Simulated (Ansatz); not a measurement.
Total energies of Si2H3⁻ (the lowest singlet isomer of a short search) from Ansatz at CCSD(T)/def2-TZVPPD, gas phase (1 Eh = 27.2114 eV = 2625.5 kJ/mol). The reference geometry is relaxed at PBE0-D4/def2-TZVPD.

```tsv
atom	x (Å)	y (Å)	z (Å)
Si1	1.3284	-1.0668	-0.1639
Si2	-0.3062	0.2687	0.4081
H3	0.9327	-0.8709	-1.6411
H4	-1.3164	1.0126	-0.4315
H5	-0.6385	0.6565	1.8284
```

| state | geometry | energy (Eh) |
| --- | --- | --- |
| charge -1 singlet | reference | -579.88003 |
| charge 0 doublet | reference | -579.79755 |
| charge -1 triplet | relaxed at PBE0-D4/def2-TZVPD | -579.84379 |
| charge -1 quintet | relaxed at PBE0-D4/def2-TZVPD | -579.75595 |

Correlated methods freeze 10 core orbitals.

Work out the vertical ionisation energy to the doublet.

E(charge 0 doublet) − E(charge -1 singlet) = -579.79755 − (-579.88003) = 0.08248 Eh = 2.24 eV.

Which of the charge -1 states is lowest, and how far above it are the others?

The singlet. triplet: -579.84379 − (-579.88003) = 0.03624 Eh = 95.1 kJ/mol; quintet: -579.75595 − (-579.88003) = 0.12408 Eh = 325.8 kJ/mol.

At CCSD(T)/def2-TZVPPD the restricted singlet (for correlated methods, its reference) is unstable: a solution with broken spin symmetry lies lower. 

The structure comes from a short search, and lower isomers may exist.
